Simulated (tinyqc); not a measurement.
CCSD on RHF in the sto-3g basis, for H2O, spin multiplicity 1, step by step (part 2 of 2). Computed by tinyqc, a small Python program that keeps every step (integrals from PySCF). Command: `OMP_NUM_THREADS=1 python tinyqc.py 23275 23276 out.jsonl` (the two numbers bound the seeds that draw the settings). One thread of a shared host (Intel(R) Xeon(R) Processor @ 2.60GHz), about 0.3 s of CPU time with the checks.

Geometry (angstrom):
```
atom         x          y         z
O     0.000000   0.000000  0.000000
H     0.000000   0.977000  0.657000
H     0.000000  -1.006000  0.676000
```

## Integrals over molecular orbitals

coefficients C:
```
              MO1        MO2        MO3        MO4       MO5        MO6        MO7
1O 1s    0.994577  -0.243655   0.006368   0.082482  0.000000   0.100347  -0.011392
1O 2s    0.023049   0.916352  -0.032922  -0.419178  0.000000  -0.568584   0.069788
1O 2px   0.000000   0.000000   0.000000   0.000000  1.000000   0.000000   0.000000
1O 2py   0.000143   0.005433   0.597824  -0.022455  0.000000   0.076853   0.898088
1O 2pz   0.002442   0.059803   0.029706   0.754681  0.000000  -0.700461   0.065499
2H 1s   -0.004063   0.137219   0.467191   0.329718  0.000000   0.617880  -0.743627
3H 1s   -0.003785   0.127739  -0.445307   0.370891  0.000000   0.726832   0.606213
```

core Hamiltonian H = T + V (hartree):
```
             1O 1s      1O 2s     1O 2px     1O 2py     1O 2pz      2H 1s      3H 1s
1O 1s   -32.501320  -7.560826   0.000000  -0.000478  -0.011126  -1.030297  -0.949920
1O 2s    -7.560826  -9.127481   0.000000  -0.005525  -0.137847  -2.515472  -2.363855
1O 2px    0.000000   0.000000  -7.285265   0.000000   0.000000   0.000000   0.000000
1O 2py   -0.000478  -0.005525   0.000000  -7.385582  -0.002579  -1.572324   1.492366
1O 2pz   -0.011126  -0.137847   0.000000  -0.002579  -7.330597  -1.088045  -1.032863
2H 1s    -1.030297  -2.515472   0.000000  -1.572324  -1.088045  -4.274133  -0.703970
3H 1s    -0.949920  -2.363855   0.000000   1.492366  -1.032863  -0.703970  -4.179734
```

Given earlier and not repeated: Two-electron integrals (ij|kl) in chemists' order.

(pq|rs) = sum C_ip C_jq C_kr C_ls (ij|kl), one index at a time.

one-electron integrals over orbitals h = C^T H C (hartree):
```
            1          2          3          4          5          6          7
1  -32.485129   0.577224  -0.014423  -0.181346   0.000000  -0.232024   0.026112
2    0.577224  -7.524126   0.029980   0.537839   0.000000   1.103036  -0.129984
3   -0.014423   0.029980  -5.790931  -0.056778   0.000000  -0.135417  -1.817459
4   -0.181346   0.537839  -0.056778  -6.411956   0.000000   1.415672  -0.041455
5    0.000000   0.000000   0.000000   0.000000  -7.285265   0.000000   0.000000
6   -0.232024   1.103036  -0.135417   1.415672   0.000000  -5.169444  -0.024236
7    0.026112  -0.129984  -1.817459  -0.041455   0.000000  -0.024236  -5.486285
```

Two-electron integrals over orbitals (pq|rs), unique and non-zero (hartree):
```
(11|11) 4.747644    (21|11) -0.436444   (21|21) 0.063274    (22|11) 1.032742
(22|21) -0.016490   (22|22) 0.726960    (31|11) 0.011348    (31|21) -0.001495
(31|22) 0.000973    (31|31) 0.010170    (32|11) -0.008928   (32|21) 0.000613
(32|22) 0.000544    (32|31) 0.016035    (32|32) 0.122783    (33|11) 0.735201
(33|21) -0.004767   (33|22) 0.595367    (33|31) -0.000210   (33|32) 0.000489
(33|33) 0.569059    (41|11) 0.146096    (41|21) -0.019919   (41|22) 0.010213
(41|31) 0.000799    (41|32) 0.000185    (41|33) 0.004708    (41|41) 0.022443
(42|11) -0.144771   (42|21) 0.007075    (42|22) -0.035962   (42|31) 0.000140
(42|32) 0.002064    (42|33) 0.002786    (42|41) 0.019332    (42|42) 0.129949
(43|11) 0.012807    (43|21) -0.000367   (43|22) 0.006340    (43|31) -0.001774
(43|32) 0.031329    (43|33) 0.004615    (43|41) -0.000647   (43|42) -0.006101
(43|43) 0.059509    (44|11) 0.913314    (44|21) -0.010440   (44|22) 0.656315
(44|31) -0.000080   (44|32) -0.007235   (44|33) 0.547481    (44|41) -0.007992
(44|42) -0.087988   (44|43) 0.003301    (44|44) 0.675070    (51|51) 0.025934
(52|51) 0.033691    (52|52) 0.154072    (53|51) -0.000825   (53|52) -0.003061
(53|53) 0.024929    (54|51) -0.010475   (54|52) -0.039872   (54|53) 0.001472
(54|54) 0.044297    (55|11) 1.115365    (55|21) -0.012409   (55|22) 0.760571
(55|31) 0.000320    (55|32) -0.004672   (55|33) 0.583234    (55|41) 0.004114
(55|42) -0.079190   (55|43) 0.007451    (55|44) 0.676525    (55|55) 0.880159
(61|11) 0.179500    (61|21) -0.027305   (61|22) 0.003335    (61|31) 0.001361
(61|32) 0.000958    (61|33) -0.000390   (61|41) -0.004672   (61|42) -0.020225
(61|43) 0.000596    (61|44) 0.013522    (61|55) 0.004994    (61|61) 0.022782
(62|11) -0.242312   (62|21) 0.005998    (62|22) -0.120972   (62|31) 0.000595
(62|32) 0.005763    (62|33) -0.056879   (62|41) -0.018017   (62|42) -0.039756
(62|43) -0.001708   (62|44) -0.055679   (62|55) -0.130362   (62|61) 0.010427
(62|62) 0.089452    (63|11) 0.027102    (63|21) -0.000531   (63|22) 0.014897
(63|31) -0.002001   (63|32) 0.039387    (63|33) 0.010290    (63|41) 0.000265
(63|42) -0.005104   (63|43) 0.044582    (63|44) 0.005003    (63|55) 0.015853
(63|61) 0.000008    (63|62) -0.006108   (63|63) 0.082567    (64|11) -0.288947
(64|21) 0.003971    (64|22) -0.144363   (64|31) -0.000657   (64|32) -0.004632
(64|33) -0.049039   (64|41) -0.001635   (64|42) 0.047100    (64|43) -0.008966
(64|44) -0.133647   (64|55) -0.162982   (64|61) -0.001533   (64|62) 0.059864
(64|63) -0.015958   (64|64) 0.108946    (65|51) -0.011963   (65|52) -0.047580
(65|53) 0.002424    (65|54) -0.008793   (65|65) 0.031899    (66|11) 0.750245
(66|21) -0.007324   (66|22) 0.572773    (66|31) -0.000503   (66|32) -0.012529
(66|33) 0.529251    (66|41) 0.015842    (66|42) 0.043813    (66|43) -0.011622
(66|44) 0.533137    (66|55) 0.561384    (66|61) -0.008069   (66|62) -0.082374
(66|63) -0.009102   (66|64) -0.052692   (66|66) 0.563322    (71|11) -0.020390
(71|21) 0.003220    (71|22) 0.000008    (71|31) 0.013851    (71|32) 0.021216
(71|33) -0.000642   (71|41) -0.000282   (71|42) 0.001111    (71|43) -0.002478
(71|44) -0.001138   (71|55) -0.000547   (71|61) -0.000636   (71|62) 0.001000
(71|63) -0.002309   (71|64) -0.000609   (71|66) -0.001048   (71|71) 0.019329
(72|11) 0.029192    (72|21) -0.000620   (72|22) 0.014894    (72|31) 0.015201
(72|32) 0.061567    (72|33) 0.003062    (72|41) 0.001059    (72|42) -0.000438
(72|43) -0.024673   (72|44) 0.009466    (72|55) 0.015341    (72|61) 0.001007
(72|62) -0.002346   (72|63) -0.024887   (72|64) -0.007567   (72|66) 0.007940
(72|71) 0.020016    (72|72) 0.072938    (73|11) 0.375458    (73|21) -0.006800
(73|22) 0.179900    (73|31) -0.000171   (73|32) -0.011052   (73|33) 0.087019
(73|41) -0.000009   (73|42) -0.070959   (73|43) -0.000128   (73|44) 0.140327
(73|55) 0.209676    (73|61) 0.004811    (73|62) -0.063701   (73|63) 0.002436
(73|64) -0.107346   (73|66) 0.047490    (73|71) -0.000881   (73|72) 0.009016
(73|73) 0.161536    (74|11) 0.008920    (74|21) -0.000116   (74|22) 0.002746
(74|31) -0.007078   (74|32) -0.065947   (74|33) 0.000360    (74|41) 0.000529
(74|42) 0.001449    (74|43) -0.018965   (74|44) 0.006954    (74|55) 0.004580
(74|61) -0.001053   (74|62) -0.005289   (74|63) -0.059411   (74|64) 0.004271
(74|66) 0.013270    (74|71) -0.009811   (74|72) -0.017322   (74|73) 0.010799
(74|74) 0.068694    (75|51) 0.001344    (75|52) 0.005416    (75|53) 0.023829
(75|54) -0.000443   (75|65) -0.000701   (75|75) 0.026102    (76|11) 0.004826
(76|21) -0.000144   (76|22) -0.000619   (76|31) -0.006897   (76|32) -0.079784
(76|33) -0.001174   (76|41) -0.001032   (76|42) -0.004020   (76|43) -0.067386
(76|44) 0.008198    (76|55) 0.002399    (76|61) 0.000258    (76|62) 0.001411
(76|63) -0.070803   (76|64) 0.008647    (76|66) 0.016832    (76|71) -0.009414
(76|72) -0.000817   (76|73) 0.013470    (76|74) 0.058308    (76|76) 0.110283
(77|11) 0.835124    (77|21) -0.009036   (77|22) 0.605147    (77|31) 0.001744
(77|32) 0.014858    (77|33) 0.566793    (77|41) 0.003303    (77|42) -0.022192
(77|43) 0.014171    (77|44) 0.567048    (77|55) 0.606038    (77|61) 0.003485
(77|62) -0.057361   (77|63) 0.021951    (77|64) -0.060531   (77|66) 0.532115
(77|71) 0.001651    (77|72) 0.007666    (77|73) 0.101739    (77|74) -0.010867
(77|76) -0.016907   (77|77) 0.591084
```

## CCSD: starting amplitudes

orbital energies (hartree): MO1 -20.266061, MO2 -1.177254, MO3 -0.516697, MO4 -0.405814, MO5 -0.382950, MO6 0.388489, MO7 0.525416

t_ij^ab = <ij||ab> / (e_i + e_j - e_a - e_b), whose energy is MP2.

Starting amplitudes (spin orbitals 1a, 1b, ...; amplitudes related by a flip of all spins are not repeated; the 24 largest):
```
from      to          t
3a 3b  7a 7b  -0.077504
4a 4b  6a 6b  -0.068580
3a 4b  6b 7a  -0.058454
3a 3b  6a 6b  -0.045608
4a 4b  7a 7b  -0.036884
3a 4b  6a 7b   0.032352
2a 2b  6a 6b  -0.028565
3a 4a  6a 7a  -0.026102
2a 4b  6a 6b  -0.025366
2a 3b  6a 7b   0.024427
2a 2b  7a 7b  -0.021419
5a 5b  6a 6b  -0.020675
2a 3a  6a 7a   0.014883
5a 5b  7a 7b  -0.014368
2a 3b  6b 7a  -0.009543
3a 4b  6a 6b   0.009390
2a 4b  7a 7b   0.006577
3a 4b  7a 7b  -0.005472
2a 3b  7a 7b  -0.003285
2a 4b  6b 7a  -0.003030
4a 4b  6a 7b  -0.002475
2a 3b  6a 6b   0.002472
2a 4b  6a 7b   0.002118
3a 3b  6a 7b  -0.001251
```

correlation energy = -0.05904062 hartree

## CCSD: amplitude update 1

t_i^a D_i^a and t_ij^ab D_ij^ab are set to the remaining terms of the spin-orbital equations, evaluated with the old amplitudes; for the doubles these are <ij||ab> + 1/2 <ab||ef> t_ij^ef + 1/2 <mn||ij> t_mn^ab + P(ij)P(ab) <mb||ej> t_im^ae + terms in t^2 + terms with t1, D the orbital-energy denominators.

Amplitudes after update 1 (spin orbitals 1a, 1b, ...; amplitudes related by a flip of all spins are not repeated; the 24 largest):
```
from      to          t
3a 3b  7a 7b  -0.098317
4a 4b  6a 6b  -0.089484
3a 4b  6b 7a  -0.075985
3a 3b  6a 6b  -0.064906
3a 4b  6a 7b   0.051654
4a 4b  7a 7b  -0.051078
2a 4b  6a 6b  -0.036371
2a 2b  6a 6b  -0.030611
2a 3b  6a 7b   0.030400
5a 5b  6a 6b  -0.024836
3a 4a  6a 7a  -0.024331
2a 2b  7a 7b  -0.023125
2a 3b  6b 7a  -0.016658
5a 5b  7a 7b  -0.015914
3a 4b  6a 6b   0.013791
2a 3a  6a 7a   0.013742
4a        6a   0.013609
3a 4b  7a 7b  -0.007921
2a 4b  7a 7b   0.005539
2a 3b  7a 7b  -0.004611
4a 4b  6a 7b  -0.004208
2a 4b  6b 7a  -0.003588
2a 3b  6a 6b   0.003325
3a        7a  -0.002926
```

correlation energy = -0.07613963 hartree

## CCSD: amplitude update 2

As before.

Amplitudes after update 2 (spin orbitals 1a, 1b, ...; amplitudes related by a flip of all spins are not repeated; the 24 largest):
```
from      to          t
3a 3b  7a 7b  -0.105461
4a 4b  6a 6b  -0.099781
3a 4b  6b 7a  -0.082800
3a 3b  6a 6b  -0.072253
3a 4b  6a 7b   0.061939
4a 4b  7a 7b  -0.057537
2a 4b  6a 6b  -0.040447
2a 3b  6a 7b   0.031476
2a 2b  6a 6b  -0.030445
5a 5b  6a 6b  -0.026005
2a 2b  7a 7b  -0.022722
4a        6a   0.021837
3a 4a  6a 7a  -0.020861
2a 3b  6b 7a  -0.019795
3a 4b  6a 6b   0.015787
5a 5b  7a 7b  -0.015685
2a 3a  6a 7a   0.011681
3a 4b  7a 7b  -0.009116
2a 3b  7a 7b  -0.005090
4a 4b  6a 7b  -0.005044
2a 4b  7a 7b   0.004512
2a 4b  6b 7a  -0.003668
2a 3b  6a 6b   0.003584
2a 4b  6a 7b   0.003095
```

correlation energy = -0.08246807 hartree

## CCSD: convergence

E_corr = 1/4 sum <ij||ab> t_ij^ab + 1/2 sum <ij||ab> t_i^a t_j^b; stop when the norm of the change is below 1e-8.

Course of the amplitude iterations:
```
update  correlation energy (hartree)  norm of the change
0                        -0.05904062                   -
1                        -0.07613963            1.17e-01
2                        -0.08246807            5.28e-02
3                        -0.08764453            2.61e-02
4                        -0.08771956            4.65e-03
5                        -0.08777237            1.11e-03
6                        -0.08777172            1.46e-04
7                        -0.08777204            4.98e-05
8                        -0.08777229            1.10e-05
9                        -0.08777221            3.64e-06
10                       -0.08777220            7.95e-07
11                       -0.08777221            1.17e-07
12                       -0.08777221            2.17e-08
13                       -0.08777221            5.91e-09
```

Converged amplitudes (spin orbitals 1a, 1b, ...; amplitudes related by a flip of all spins are not repeated; the 24 largest):
```
from      to          t
4a 4b  6a 6b  -0.114186
3a 3b  7a 7b  -0.112076
3a 4b  6b 7a  -0.088813
3a 3b  6a 6b  -0.073653
3a 4b  6a 7b   0.073019
4a 4b  7a 7b  -0.063436
2a 4b  6a 6b  -0.043520
4a        6a   0.034351
2a 3b  6a 7b   0.030772
2a 2b  6a 6b  -0.030096
5a 5b  6a 6b  -0.026167
2a 3b  6b 7a  -0.021712
2a 2b  7a 7b  -0.021333
3a 4b  6a 6b   0.017445
3a 4a  6a 7a  -0.015793
5a 5b  7a 7b  -0.014607
3a 4b  7a 7b  -0.010282
2a 3a  6a 7a   0.009060
2a        6a  -0.005848
4a 4b  6a 7b  -0.005733
2a 3b  7a 7b  -0.005406
2a 4b  6b 7a  -0.003669
2a 3b  6a 6b   0.003622
2a 4b  6a 7b   0.003323
```

CCSD total energy = -74.97858777 hartree

T1 diagnostic, norm of the one-spin t1 over sqrt(correlated electrons) = 0.011048

Converged in 13 updates, with DIIS from the third.
